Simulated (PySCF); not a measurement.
Molecule: SMILES C=C(C)[C+](C)C, [C$_{6}$H$_{11}$]+.

Molfile (atoms numbered from 1):
```
C6H11
     RDKit          3D

 17 16  0  0  0  0  0  0  0  0999 V2000
    1.6004   -1.1279   -0.0909 C   0  0  0  0  0  0  0  0  0  0  0  0
    0.9601    0.0779   -0.1130 C   0  0  0  0  0  0  0  0  0  0  0  0
    1.6729    1.3227   -0.5573 C   0  0  0  0  0  0  0  0  0  0  0  0
   -0.4083    0.1468    0.3175 C   0  0  0  0  0  0  0  0  0  0  0  0
   -1.0729    1.4565    0.3349 C   0  0  0  0  0  0  0  0  0  0  0  0
   -1.2145   -1.0059    0.7373 C   0  0  0  0  0  0  0  0  0  0  0  0
    2.6492   -1.2038   -0.3946 H   0  0  0  0  0  0  0  0  0  0  0  0
    1.1211   -2.0545    0.2299 H   0  0  0  0  0  0  0  0  0  0  0  0
    2.6860    1.0891   -0.9068 H   0  0  0  0  0  0  0  0  0  0  0  0
    1.7637    2.0494    0.2650 H   0  0  0  0  0  0  0  0  0  0  0  0
    1.1414    1.8212   -1.3818 H   0  0  0  0  0  0  0  0  0  0  0  0
   -1.1580    1.8084   -0.7133 H   0  0  0  0  0  0  0  0  0  0  0  0
   -2.0729    1.4358    0.7828 H   0  0  0  0  0  0  0  0  0  0  0  0
   -0.4414    2.2167    0.8247 H   0  0  0  0  0  0  0  0  0  0  0  0
   -1.5258   -0.8364    1.7860 H   0  0  0  0  0  0  0  0  0  0  0  0
   -0.7491   -1.9908    0.6505 H   0  0  0  0  0  0  0  0  0  0  0  0
   -2.1645   -0.9933    0.1724 H   0  0  0  0  0  0  0  0  0  0  0  0
  1  2  2  0
  2  3  1  0
  2  4  1  0
  4  5  1  0
  4  6  1  0
  1  7  1  0
  1  8  1  0
  3  9  1  0
  3 10  1  0
  3 11  1  0
  5 12  1  0
  5 13  1  0
  5 14  1  0
  6 15  1  0
  6 16  1  0
  6 17  1  0
M  CHG  1   4   1
M  END
```

Geometry PBE0-D3(BJ)/def2-SVP throughout; GIAO in PySCF 2.14.0 with density-fitted response routines, gas phase, one conformer, non-relativistic; equivalent atoms averaged; basis pcSseg-1.

For orientation, mPW1PW91 gives these absolute shieldings σ: C4 -91.9, C1 -5.6, C2 25.1, C5/C6 143.9, C3 162.6, H8 22.48, H7 23.01, H12/H13/H14/H15/H16/H17 27.83, H9/H10/H11 28.79 ppm.

A run gave: C4 -64.9, C1 12.4, C2 34.0, C5/C6 144.5, C3 161.0, H8 22.83, H7 23.44, H12/H13/H14/H15/H16/H17 27.88, H9/H10/H11 28.81 ppm (absolute shieldings σ).

Q: Which functional was used in that run?
A. BHandHLYP
B. KT3
C. OPBE
D. B3LYP
E. PBE

A: B. C4 tells them apart best: KT3 gives -64.9, BHandHLYP gives -98.9, PBE gives -87.2, OPBE gives -70.0, B3LYP gives -96.9 ppm.
